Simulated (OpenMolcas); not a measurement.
How methods differ on BHF2 (SMILES FBF)

BHF2: 4 atoms, total charge 0, spin state singlet. SMILES: `FBF`. Geometry: relaxed at PBE0-D4/def2-TZVP.

```xyz
4

F     1.1543    0.4569   -0.3619
B    -0.0019   -0.0310    0.0252
F    -1.0954    0.5287   -0.4389
H    -0.0570   -0.9546    0.7756
```

Quantity: the energy change with the F1–B2 bond stretched from 1.313 to 3.283 Å, in eV. The values are calculated.

```json
{"level": "HF/STO-3G (restricted)", "kind": "Hartree–Fock", "program": "OpenMolcas", "value (eV)": "12.70", "less FCI/STO-3G": "+6.36", "CPU time (all runs)": "3.4 s"}
{"level": "PBE/STO-3G (unrestricted)", "kind": "GGA", "program": "OpenMolcas", "value (eV)": "7.98", "less FCI/STO-3G": "+1.64", "CPU time (all runs)": "14 s"}
{"level": "PBE0/STO-3G (restricted)", "kind": "global hybrid", "program": "OpenMolcas", "value (eV)": "10.87", "less FCI/STO-3G": "+4.53", "CPU time (all runs)": "30 s"}
{"level": "MP2/STO-3G (restricted)", "kind": "perturbation theory", "program": "OpenMolcas", "value (eV)": "7.65", "less FCI/STO-3G": "+1.31", "CPU time (all runs)": "3.5 s"}
{"level": "CASSCF(2,2)/STO-3G", "kind": "multireference", "program": "OpenMolcas", "value (eV)": "5.81", "less FCI/STO-3G": "-0.53", "CPU time (all runs)": "5.4 s"}
{"level": "CISD/STO-3G (restricted)", "kind": "coupled cluster or CI", "program": "OpenMolcas", "value (eV)": "7.19", "less FCI/STO-3G": "+0.85", "CPU time (all runs)": "3.7 s"}
{"level": "FCI/STO-3G", "kind": "exact in the basis", "program": "OpenMolcas", "value (eV)": "6.34", "less FCI/STO-3G": "0.00", "CPU time (all runs)": "3.8 min"}
```

FCI/STO-3G is exact within its basis and frozen core, so for wave-function methods in that basis the difference is their error; functionals converge differently with the basis, so for them it is only a difference. Spin-restricted single references rise too steeply as a bond breaks, Hartree–Fock most of all. The first shape isn't each level's own minimum. The values span 5.81 to 12.70 eV. Spin contamination of the reference (⟨S²⟩ at least 0.1 too high) touches PBE/STO-3G. All rows use very small basis sets, so even the best lies far from the true value. Times are those of the runs behind each value, whatever else they computed, on shared processors of several kinds: orders of magnitude only.
